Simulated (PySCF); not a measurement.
Compound: BCl (singlet state).
SMILES with atom numbers: `[B:1][Cl:2]`

Level: wB97X-D/def2-SVPD in PySCF, non-relativistic, on one gas-phase PBE0-D3(BJ)/def2-SVP geometry that isn't relaxed in the solvent. The solvent is an IEF-PCM continuum (van der Waals radii × 1.2), and excitations are vertical TDDFT with non-equilibrium linear response and a frozen core. The model holds no explicit solvent molecules, cavitation or dispersion.

Gas-phase singlets (H = HOMO, L = LUMO):

| state | E (eV) | λ (nm) | f | leading configurations |
| --- | --- | --- | --- | --- |
| S1 | 4.405 | 281 | 0.066 | H→L+1 66%, H→L 33% |
| S2 | 4.406 | 281 | 0.066 | H→L 66%, H→L+1 33% |
| S3 | 7.363 | 168 | 0.000 | H-1→L 49%, H-2→L+1 49% |
| S4 | 7.487 | 166 | 0.000 | H-2→L 34%, H-1→L+1 34% |
| S5 | 7.487 | 166 | 0.000 | H-2→L+1 34%, H-1→L 34% |

Question: What are the lowest 5 singlets in dichloromethane (ε = 8.93)?

Answer: 
```tsv
state	E (eV)	λ (nm)	f	leading configurations	change by rank (eV)
S1	4.380	283	0.079	H→L+1 98%	-0.025
S2	4.380	283	0.079	H→L 98%	-0.026
S3	7.247	171	0.000	H-1→L+1 48%, H-2→L 48%	-0.116
S4	7.361	168	0.000	H-2→L 42%, H-1→L+1 42%	-0.126
S5	7.362	168	0.000	H-1→L 42%, H-2→L+1 42%	-0.125
```

Question: What are the lowest 5 singlets in methanol (ε = 32.61)?

Answer: 
```json
{"state": "S1", "E (eV)": "4.416", "λ (nm)": "281", "f": "0.078", "leading configurations": "H→L+1 99%", "change by rank (eV)": "+0.011"}
{"state": "S2", "E (eV)": "4.416", "λ (nm)": "281", "f": "0.078", "leading configurations": "H→L 99%", "change by rank (eV)": "+0.010"}
{"state": "S3", "E (eV)": "7.229", "λ (nm)": "172", "f": "0.000", "leading configurations": "H-1→L+1 49%, H-2→L 49%", "change by rank (eV)": "-0.134"}
{"state": "S4", "E (eV)": "7.345", "λ (nm)": "169", "f": "0.000", "leading configurations": "H-2→L 45%, H-1→L+1 45%", "change by rank (eV)": "-0.142"}
{"state": "S5", "E (eV)": "7.346", "λ (nm)": "169", "f": "0.000", "leading configurations": "H-1→L 45%, H-2→L+1 45%", "change by rank (eV)": "-0.141"}
```

Question: How do the frontier levels move from gas to methanol?

Answer: 
| orbital | gas (eV) | solvent (eV) | change (eV) |
| --- | --- | --- | --- |
| LUMO+2 | 2.30 | 2.43 | +0.13 |
| LUMO+1 | -0.10 | -0.04 | +0.06 |
| LUMO | -0.10 | -0.04 | +0.06 |
| HOMO | -9.43 | -9.47 | -0.04 |
| HOMO-1 | -13.09 | -12.88 | +0.21 |
| HOMO-2 | -13.09 | -12.88 | +0.21 |
| HOMO-3 | -16.42 | -16.23 | +0.19 |

The HOMO–LUMO gap goes from 9.32 to 9.43 eV. Rows go by rank; for LUMO+2 the atom shares or the degeneracy differ between the runs, so the row needn't follow one orbital.

On one thread, Arm Neoverse V1, no GPU, shared host, this took 0.7 s. This is the whole response run at wB97X-D/def2-SVPD in methanol, SCF included.
